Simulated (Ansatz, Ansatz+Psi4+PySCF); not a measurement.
```xyz
2

C     0.0000    0.0000   -0.6110
N     0.0000    0.0000    1.6585
```

Basis set: cc-pVTZ (spherical functions). Left uncorrelated: 2 orbitals. Correlation on ROHF uses semicanonical orbitals with singles. Charge 0, multiplicity 2.

Computed with Ansatz (development build ahead of 0.2.0); each method stands on the lowest determinant of its kind that the runs found.

Give the atomization energy at this shape (free ground-state atoms in the same class of orbitals less the molecule, no zero-point energy) of doublet CN by UHF-MP2, ROHF-MP2, ROHF, UHF.

```csv
method,atomization energy
UHF-MP2,0.00 eV
ROHF-MP2,-3.69 eV
ROHF,-5.22 eV
UHF,-0.14 eV
```

Caution: the determinant may break the point group. Caution for UHF-MP2, ROHF-MP2: bonds are stretched, where a single reference can fail. Caution for UHF-MP2, UHF: the unrestricted determinant is a mixture of spin states. Caution for ROHF-MP2, ROHF: an unrestricted determinant lies well below; the molecule lies well above its atoms at this level. Caution for ROHF-MP2: another reference gives a lower total.
